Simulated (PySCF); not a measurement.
## Mayer bond orders and bond lengths

C₄H₃S₂ (charge -1).
Atom-mapped SMILES: `[S-:1][c:2]1[cH:3][cH:4][cH:5][s:6]1` (hydrogens: H7 on C3; H8 on C4; H9 on C5)

Bond orders from the PBE0/pcSseg-1 density (PySCF). Isolated species at its GFN2-xTB geometry, gas phase. The pcSseg-1 basis has no diffuse functions, a weakness for an anion.

(1) How far do the computed orders between heavy atoms stray from the drawn ones?

(2) Set the Mayer orders of the bonds beside their lengths.

Answers

(1) The largest departure is 0.457, at S6–C2 (drawn aromatic, 1.043), counting aromatic bonds as 1.5. Drawn single, order above 1.12: S1–C2 (1.315). The bonds drawn aromatic range from 1.04 to 1.56. The SMILES, with its formal charges, is one Lewis structure only.

(2) 
```
 bond  drawn as  length (Å)  Mayer order
S1–C2    single       1.677        1.315
C2–C3  aromatic       1.376        1.425
C3–C4  aromatic       1.405        1.271
C4–C5  aromatic       1.357        1.563
C5–S6  aromatic       1.738        1.087
S6–C2  aromatic       1.786        1.043
C3–H7    single       1.078        0.983
C4–H8    single       1.081        0.977
C5–H9    single       1.073        0.968
```

By pair of heavy elements: C–S: lowest S6–C2 (1.043, 1.786 Å), highest S1–C2 (1.315, 1.677 Å). C–C: lowest C3–C4 (1.271, 1.405 Å), highest C4–C5 (1.563, 1.357 Å).

Sum the orders of all bonds at each heavy atom with more than one neighbour and set the sums beside the valence in the SMILES.

C2 3.783 (drawn 4), C3 3.679 (drawn 4), C4 3.811 (drawn 4), C5 3.618 (drawn 4), S6 2.130 (drawn 2). Orders between atoms that aren't bonded are not in these sums.

For a closed shell the Mayer order of atoms A and B is Σ (PS)μν (PS)νμ over the basis functions μ on A and ν on B, with P the density and S the overlap matrix.
